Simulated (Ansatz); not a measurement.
System: SbI3 (R-3, No. 148). Method: PBEsol in Ansatz (plane waves, PAW).

Numerical settings: plane-wave cutoff 500 eV, 6×6×6 k mesh, gaussian smearing 0.02 eV, scalar-relativistic PAW data made under PBE.

Cell (relaxed at this level):

```yaml
crystal:
  lattice:
    - [3.71256, 2.14345, 6.88916]
    - [-3.71256, 2.14345, 6.88916]
    - [0.00000, -4.28690, 6.88916]
  atoms:
    - { symbol: Sb, position: [0.83300, 0.83300, 0.83300] }
    - { symbol: Sb, position: [0.16700, 0.16700, 0.16700] }
    - { symbol: I, position: [0.24464, 0.92900, 0.58306] }
    - { symbol: I, position: [0.75536, 0.07100, 0.41694] }
    - { symbol: I, position: [0.58306, 0.24464, 0.92900] }
    - { symbol: I, position: [0.41694, 0.75536, 0.07100] }
    - { symbol: I, position: [0.92900, 0.58306, 0.24464] }
    - { symbol: I, position: [0.07100, 0.41694, 0.75536] }
```

Task: Give the computed band gap.

Result: 
band gap: 2.02 eV (on the SCF k mesh)

Measured, for comparison: band gap 2.1 eV (room temperature, not corrected to a static lattice, indirect, our sources range from 2.10 to 2.22; as tabulated in Huang et al. (2020), arXiv:2008.08959).

Note: the cell comes from a level without a dispersion term, which matters for the spacing of layers, chains or molecules; the relaxation could not lower the start's symmetry, so the cell can be a saddle point above a distorted one; the cell has widely spaced layers and the level no dispersion term, so their spacing and the moduli can rest on weak binding.

Spin–orbit coupling is not included; with these elements it can move the gap by several tenths of an eV or more.

Static lattice: no zero-point or thermal effects.

Cost on a shared machine: about 16 core-minutes (a rough figure).

Ansatz is a quantum-chemistry and plane-wave program.
